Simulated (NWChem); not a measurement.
Species: AlCl3; SMILES [Cl][Al]([Cl])[Cl]

```xyz
4

Al     0.0000     0.0000     0.0023
Cl    -2.0375     0.4560    -0.0002
Cl     1.4136     1.5365    -0.0002
Cl     0.6238    -1.9925    -0.0002
```
Atoms are numbered in this order, from 1.

Level: B3LYP/6-31G* (spherical d) (NWChem), optimised geometry, unscaled harmonic frequencies. B3LYP is NWChem's, with the RPA form of VWN correlation.

Problem. List the harmonic frequencies with IR intensities, and the thermochemistry.

Solution. 
```
frequency (cm⁻¹)  IR intensity (km/mol)
----------------  ---------------------
147                                 8.2
147                                 8.2
199                                38.5
378                                 0.0
617                               190.6
617                               190.6
```

```yaml
zero_point_energy: 3.0 kcal/mol
thermal correction to the enthalpy at 298.15 K (with zero-point energy): 6.9 kcal/mol
heat capacity Cv: 15.1 cal/(mol K)
entropy at 298.15 K and 1 atm (symmetry number 6): 74.9 cal/(mol K)
dipole_moment: 0.01 D
```

Rigid rotor and harmonic oscillator.
